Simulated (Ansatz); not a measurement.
`[AlH2][AlH][Cl]` at its PBE0-D4/def2-TZVP geometry, where that method's forces vanish. The species carries charge 0 and has multiplicity 1.

```xyz
6

Al   -0.7855    0.8583   -0.6999
Al    0.5613   -0.9208    0.6379
Cl    2.5329   -0.4058    1.2004
H    -2.2672    0.5615   -1.2021
H    -0.1543    2.2768   -1.0417
H     0.1128   -2.3701    1.1054
```

Problem. What forces (eV/Å) does ωB97M-V/def2-TZVPP give on these atoms in Ansatz 0.2.0? (Estimate.)

Solution. The calculation gave: 
```
Al1 -0.006  0.009 -0.006
Al2 -0.167 -0.054 -0.043
Cl3  0.039  0.015  0.008
H4   0.156  0.030  0.052
H5  -0.065 -0.149  0.037
H6   0.043  0.149 -0.049
```
